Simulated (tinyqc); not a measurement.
Inside a calculation. Method: Pariser-Parr-Pople SCF with singles CI, for the molecule C=CC=C[CH2+] (SMILES; centres numbered as the heavy atoms are written). One step of it, computed by the program tinyqc.

Task: Iteration 1: Fock matrix. F_rr = H_rr + P_rr gamma_rr / 2 + sum_(s != r) P_ss gamma_rs; F_rs = H_rs - P_rs gamma_rs / 2; E = tr P (H + F) / 2 + core repulsion sum_(r<s) z_r z_s gamma_rs.

P at the start:
```
           1C         2C        3C         4C         5C
1C   0.666667   0.788675  0.333333  -0.211325  -0.333333
2C   0.788675   1.000000  0.577350   0.000000  -0.211325
3C   0.333333   0.577350  0.666667   0.577350   0.333333
4C  -0.211325   0.000000  0.577350   1.000000   0.788675
5C  -0.333333  -0.211325  0.333333   0.788675   0.666667
```

core matrix H (eV):
```
            1C          2C          3C          4C          5C
1C  -30.490515   -2.570000    0.000000    0.000000    0.000000
2C   -2.570000  -35.178471   -2.570000    0.000000    0.000000
3C    0.000000   -2.570000  -36.747958   -2.570000    0.000000
4C    0.000000    0.000000   -2.570000  -35.178471   -2.570000
5C    0.000000    0.000000    0.000000   -2.570000  -30.490515
```

repulsion gamma_rs (eV):
```
           1C         2C         3C         4C         5C
1C  11.130000   7.552439   5.239019   3.670370   2.868686
2C   7.552439  11.130000   7.554960   5.240702   3.670370
3C   5.239019   7.554960  11.130000   7.554960   5.239019
4C   3.670370   5.240702   7.554960  11.130000   7.552439
5C   2.868686   3.670370   5.239019   7.552439  11.130000
```

Centres (angstrom, eV; a flat drawing with bonds scaled to 1.40 angstrom):

| centre | x | y | core charge z | W | gamma_rr |
|---|---|---|---|---|---|
| 1C | -2.425000 | -0.280000 | 1 | 11.160000 | 11.130000 |
| 2C | -1.212000 | 0.420000 | 1 | 11.160000 | 11.130000 |
| 3C | 0.000000 | -0.280000 | 1 | 11.160000 | 11.130000 |
| 4C | 1.212000 | 0.420000 | 1 | 11.160000 | 11.130000 |
| 5C | 2.425000 | -0.280000 | 1 | 11.160000 | 11.130000 |

Give: F; pi energy.

Result:

F (eV):
```
          1C        2C        3C        4C        5C
1C  -10.1526   -5.5482   -0.8732    0.3878    0.4781
2C   -5.5482  -11.8543   -4.7509    0.0000    0.3878
3C   -0.8732   -4.7509  -10.9427   -4.7509   -0.8732
4C    0.3878    0.0000   -4.7509  -11.8543   -5.5482
5C    0.4781    0.3878   -0.8732   -5.5482  -10.1526
```

pi energy = -56.0462 eV
